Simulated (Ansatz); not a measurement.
# NS+ (triplet): wave-function methods side by side, def2-QZVPP

One table from this session's results is given with a row withheld; the runs are named, their logs left out.

The runs use Ansatz 0.2.0, Gaussian basis; def2-QZVPP, core rule «outside noble gas», up to 6 orbitals frozen.

To be run: UHF; ROHF; CCSD(T) on UHF.

2 further runs of the same task are left out: 2 set aside as unsound or not needed.

**The geometry**

The geometry is a PBE0/def2-TZVP stationary point (not a proven minimum) of the parent state, kept for this charge and spin.

2 atoms, charge 1, spin multiplicity 3.

Atoms are counted from 1 here; the program's logs count them from 0.

Bond lengths: N1–S2 1.486 Å.

Geometry (Å):

```xyz
2
NS
N     0.0000    0.0000    0.0000
S     0.0000    0.0000    1.4856
```

The first run:

in.yaml

```yaml
crystal:
  periodic: [false, false, false]
  atoms:
    - {symbol: N, position_ang: [0.000000, 0.000000, 0.000000]}
    - {symbol: S, position_ang: [0.000000, 0.000000, 1.485600]}
basis:
  gaussian: {orbitals: "def2-QZVPP.json"}
total_charge: 1
magnetization: {spin_polarized: true, initial_magnetization: 2}
hamiltonian: {xc: hf}
output: {orbitals: {seedname: orbitals}}
```

Launch:

```sh
$ ansatz run in.yaml --threads 1 --pin off --events-out ev --progress --plain --max-ram 2393MiB
```

Among the steps run: UHF; ROHF; CCSD(T) on UHF.

One of the session's tables, all rows but one given; the rest of the session is left out.

```
  method  from UCCSD(T) (kJ/mol)
    ROHF                  +933.3
    UMP2                  +162.8
   UCCSD                       ?
UCCSD(T)                       0
```

Q: Estimate the row for UCCSD from the others.

**Answer.** from UCCSD(T) (kJ/mol): +49.9. In the column «from UCCSD(T) (kJ/mol)» it lies between UCCSD(T) (0) and UMP2 (+162.8).

Left out of the table: UHF (another determinant or state than the rows shown).

The program flags UCCSD(T) as in doubt (see the logs), so the zero of the table is itself unsure.

Limits of these values: The program flags UCCSD(T) as in doubt, so the zero of the table is itself unsure. Warnings: spin contamination; coupled cluster took another determinant than the lowest.
